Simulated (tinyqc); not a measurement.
Stretching all distances: RHF, UHF, MP2, CISD and CCSD against full CI in the sto-3g basis, for HF, spin multiplicity 1. Computed by the program tinyqc with PySCF. 

Geometry (angstrom):
```
atom       x       y       z
F     0.0000  0.0000  0.0000
H     0.0000  0.0000  0.8420
```

All coordinates are multiplied by the scale. c0^2 is the weight of the RHF determinant in the lowest singlet FCI state (UHF is spin-contaminated and may lie near states of higher spin) and n(LUMO) the first natural occupation beyond the occupied space.

Full CI energy (hartree) and errors against it (kcal/mol):
```
scale   distance 1-2 (angstrom)      E(FCI)       RHF      UHF      MP2    CISD    CCSD  <S^2> UHF    c0^2  n(LUMO)
0.8900                   0.7494  -98.502825    9.6394   9.6394   2.6851  0.0000  0.0000     0.0000  0.9934   0.0131
1.0900                   0.9178  -98.596770   16.2547  16.2547   5.3496  0.0000  0.0000     0.0000  0.9849   0.0298
1.2800                   1.0778  -98.597954   25.4129  25.4129   9.4593  0.0000  0.0000     0.0000  0.9692   0.0607
1.4800                   1.2462  -98.569142   38.6131  37.2929  15.7942  0.0000  0.0000     0.1782  0.9406   0.1171
1.6700                   1.4061  -98.536798   54.6907  34.8117  23.6890  0.0000  0.0000     0.5778  0.8994   0.1988
1.8700                   1.5745  -98.507034   75.0255  24.9348  33.4122  0.0000  0.0000     0.7877  0.8417   0.3135
2.0600                   1.7345  -98.485955   96.5297  15.8925  42.7527  0.0000  0.0000     0.8897  0.7789   0.4389
2.2600                   1.9029  -98.471414  119.5829   9.0486  50.7823  0.0000  0.0000     0.9450  0.7137   0.5692
```

UHF parts from RHF first at scale 1.48 of those listed, where <S^2> leaves zero. The weight c0^2 goes from 0.99 to 0.71 and n(LUMO) from 0.01 to 0.57: static correlation grows as the bonds break into open-shell fragments. The spread of the error along the curve, which distorts its shape, is CISD 0.0, CCSD 0.0, UHF 28.2, MP2 48.1, RHF 109.9 kcal/mol. With one virtual orbital CISD and CCSD are exact.
